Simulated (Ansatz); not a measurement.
Ansatz (a first-principles code) input (CCSD(T)/6-31G):

Ansatz 0.2 input:
```yaml
crystal:
  periodic: [false, false, false]
  atoms:
    - {symbol: C, position_ang: [-0.15695778, 0.14380206, -0.00182283]}
    - {symbol: O, position_ang: [0.16307591, 1.35350479, 0.03373055]}
    - {symbol: O, position_ang: [-1.29844570, -0.37101053, -0.03666319]}
    - {symbol: C, position_ang: [1.02325564, -0.88112702, 0.00259799]}
    - {symbol: H, position_ang: [1.99411815, -0.38119220, -0.01032534]}
    - {symbol: H, position_ang: [0.95217891, -1.51222557, 0.89410494]}
    - {symbol: H, position_ang: [0.93887411, -1.54258662, -0.86496950]}
basis:
  gaussian:
    orbitals: 6-31G
total_charge: -1
magnetization: {spin_polarized: false}
correlation: {method: ccsd_t, electrons: outside_noble_gas}
```

End of the output:

```
4 core orbitals not correlated
reference -6180.30898646 eV, -227.1221660886 hartree; 12, 12 occupied and 26, 26 virtual orbitals, 501 factors
second order -11.65501656 eV of doubles, -0.00000000 eV of singles
coupled cluster: 0.09 GiB planned
cycle   1  -11.43962525 eV  change    2.2e-1 eV  update   1.1e-1
cycle   2  -11.86999060 eV  change   -4.3e-1 eV  update   3.5e-2
cycle   3  -12.00178950 eV  change   -1.3e-1 eV  update   1.8e-2
cycle   4  -11.99818317 eV  change    3.6e-3 eV  update   3.3e-3
cycle   5  -11.99700807 eV  change    1.2e-3 eV  update   1.3e-3
cycle   6  -11.99675394 eV  change    2.5e-4 eV  update   3.9e-4
cycle   7  -11.99637918 eV  change    3.7e-4 eV  update   1.3e-4
cycle   8  -11.99631664 eV  change    6.3e-5 eV  update   3.8e-5
cycle   9  -11.99633365 eV  change   -1.7e-5 eV  update   1.3e-5
perturbative correction -0.36334276 eV, -0.0133526000 hartree
Total energy: -6192.66866287 eV, -227.5763758187 hartree
```

It need not be the lowest isomer of its formula. Whether it binds its extra electron was not tested at this geometry.
